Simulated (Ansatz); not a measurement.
# Al2P: the cost of one run

Method: cc-pVDZ, all electrons in the functionals, frozen cores in the correlation of double hybrids and RPA; program: Ansatz 0.2.0, Gaussian basis.

The runs, in order: wB97M-V, B2PLYP, RPA-PBE, at charge 0, doublet; charge 0, quartet; charge 1, singlet; charge 1, triplet; displaced geometry v1; displaced geometry v2.

27 further runs of the same task are left out: 6 for a known fault of the program, 7 that didn't finish, 14 set aside as unsound or not needed. Runs told in other sessions of the task aren't counted.

## 1. The system

The geometry is a PBE0/def2-TZVP stationary point (not a proven minimum).

3 atoms, charge 0, spin multiplicity 2.

Atoms are counted from 1 here; the program's logs count them from 0.

Bond lengths: Al1–P2 2.200 Å, P2–Al3 2.200 Å. Angles: Al1–P2–Al3 180.0°.

Geometry (Å):

```xyz
3
Al2P
Al    0.00000    0.00000    2.19970
P     0.00000    0.00000    0.00000
Al    0.00000    0.00000   -2.19970
```

No dispersion term is added; wB97M-V holds VV10 nonlocal correlation.

The geometry shown and the zero of energy belong to the point charge 0, doublet. The yardstick, UCCSD(T), and other wave-function levels (R restricted, U unrestricted, valence and pair active spaces) come from earlier runs.

## 2. wB97M-V, charge 0, doublet

Input file in.yaml:

```yaml
crystal:
  periodic: [false, false, false]
  atoms:
    - {symbol: Al, position_ang: [0.000000, 0.000000, 2.199700]}
    - {symbol: P, position_ang: [0.000000, 0.000000, 0.000000]}
    - {symbol: Al, position_ang: [0.000000, 0.000000, -2.199700]}
basis:
  gaussian: {orbitals: cc-pVDZ}
magnetization: {spin_polarized: true, initial_magnetization: 1}
hamiltonian: {xc: {name: wB97M-V}}
output: {forces: true, orbitals: {seedname: orbitals}}
```

Command:

```bash
ansatz run in.yaml --threads 1 --pin off --events-out ev --progress --plain --max-ram 2393MiB
```

What time and memory should one allow on 1 thread of Arm Neoverse V1, shared host?

About 21 s, with a peak of 0.25 GiB.
